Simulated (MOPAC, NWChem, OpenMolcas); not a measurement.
**How methods differ on SiH3Cl (chlorosilane)**

SiH3Cl: 5 atoms, total charge 0, spin state singlet. SMILES: `[SiH3]Cl`. The shape is that of a PBE0-D4/def2-TZVP optimisation.

Quantity: the dipole moment, in D. The values are calculated.

Task: The value from experiment is 1.31 D (NIST CCCBDB). From what is known of these methods, estimate their order from the nearest to it to the farthest.
A. SVWN5/aug-cc-pVDZ (NWChem)
B. AM1 (MOPAC)
C. HF/aug-cc-pVDZ (OpenMolcas)
D. M06-L/aug-cc-pVDZ (OpenMolcas)
E. PBE/aug-cc-pVDZ (OpenMolcas)

Result: E (1.30 D, -0.01), A (1.36 D, +0.05), D (1.46 D, +0.15), C (1.55 D, +0.24), B (1.68 D, +0.37).
